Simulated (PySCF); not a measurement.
Compound: vinyl acetate, C₄H₆O₂.
Structure used (GFN2-xTB), in Å, numbered top down from 1:
```xyz
12
C4H6O2 angstrom
C     -2.2836    0.1720    1.0796
C     -1.3093   -0.4229    0.4182
O     -0.1370    0.2380    0.1335
C      0.8259   -0.4164   -0.5486
C      2.0169    0.4782   -0.7522
O      0.7260   -1.5502   -0.9289
H     -2.1925    1.1894    1.4163
H     -3.1950   -0.3509    1.2980
H     -1.3496   -1.4429    0.0571
H      2.3994    0.7976    0.2143
H      2.7866   -0.0566   -1.2996
H      1.7136    1.3642   -1.3046
```

The closed-shell ground state was solved at several levels (PySCF, density fitting, gas phase, non-relativistic). GFN2-xTB frequencies show an imaginary mode (24i cm⁻¹), so this geometry is no minimum at that level.

```tsv
level	basis functions	HOMO (eV)	LUMO (eV)	gap (eV)	dipole (D)
CAM-B3LYP/def2-SVPD	174	-8.85	0.63	9.48	1.94
PBE0/pcSseg-1	132	-7.45	-0.35	7.10	1.80
```

Problem. What might B3LYP/pcJ-1 (222 basis functions) give for the same quantities?

Solution. HOMO -7.21 eV, LUMO -0.60 eV, gap 6.61 eV, dipole 1.79 D.

Problem. Over all these levels, which gives the widest orbital gap and which the narrowest?

Solution. CAM-B3LYP/def2-SVPD (range-separated hybrid) has the widest, 9.48 eV, and B3LYP/pcJ-1 (global hybrid, 20 % exact exchange) the narrowest, 6.61 eV. Functional and basis both differ between the two, so the spread mixes both effects.

Problem. How far do the dipole and the HOMO energy spread over the levels?

Solution. The dipole runs from 1.79 to 1.94 D (mean 1.85 D) and the HOMO from -8.85 to -7.21 eV.

One conformer stands for the species.
